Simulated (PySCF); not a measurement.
Si2, SMILES [Si]=[Si] (connectivity only; charge and spin as stated), neutral, multiplicity 3.

Geometry optimised at PBE-D3(BJ)/def2-TZVPD.

Computed with PySCF 2.14.0 with PBE-D3(BJ)/def2-TZVPD.

Frequencies are harmonic and unscaled.

Computed normal modes with their intensities:
```tsv
mode	ν (cm⁻¹)	IR (km/mol)	moving atoms (share of kinetic energy)
1	484	0.0	Si 100 %
```
